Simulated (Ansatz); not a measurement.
Geometry optimisation, RKS PBE-D4/6-31G* (Ansatz 0.2.0).

The input (input.yaml):

```yaml
crystal:
  periodic: [false, false, false]
  atoms:
    - { symbol: Al, position_ang: [0.318513, 0.004753, 0.020283] }
    - { symbol: C, position_ang: [1.054986, -0.035812, 1.824471] }
    - { symbol: H, position_ang: [0.491661, -0.224959, 2.753595] }
    - { symbol: H, position_ang: [1.870782, -0.778781, 1.752795] }
    - { symbol: H, position_ang: [1.561733, 0.942566, 1.936732] }
    - { symbol: H, position_ang: [1.807105, 0.144405, -0.413824] }
    - { symbol: H, position_ang: [-1.08498, -0.052171, -0.758052] }
basis:
  gaussian: { orbitals: "6-31G*" }
hamiltonian:
  xc: pbe
  dispersion: d4
relax:
  f_tol: 0.03
  max_steps: 50
```

Launched with:

```bash
$ ansatz run input.yaml --threads 1 --pin off --max-ram 2048MiB --backend cpu --events-out ev --progress --plain --runs-dir out
```

Question: Where does it end, and by what steps?

Answer: The forces met the threshold. After 6 steps the energy has fallen by 0.604 eV; H6 moved furthest, 0.74 Å.

```tsv
step	energy less start (eV)	largest force component (eV/Å)	accepted
0	0.0000	1.582	yes
1	-0.3074	0.757	yes
2	-0.4575	0.316	yes
3	-0.5692	0.330	yes
4	-0.5839	0.336	yes
5	-0.6043	0.044	yes
6	-0.6044	0.017	yes
```

```xyz
7
Properties=species:S:1:pos:R:3
Al 0.567 0.031 -0.006
C 1.087 -0.033 1.891
H 0.236 -0.205 2.572
H 1.833 -0.828 2.072
H 1.575 0.913 2.195
H 1.692 0.220 -1.141
H -0.969 -0.098 -0.467
```

Whether the end is a true minimum wasn't checked by a vibrational analysis.

Run time: 9.9 s on 1 thread of Arm Neoverse V1, with other jobs on the host, peak memory 0.1 GiB.
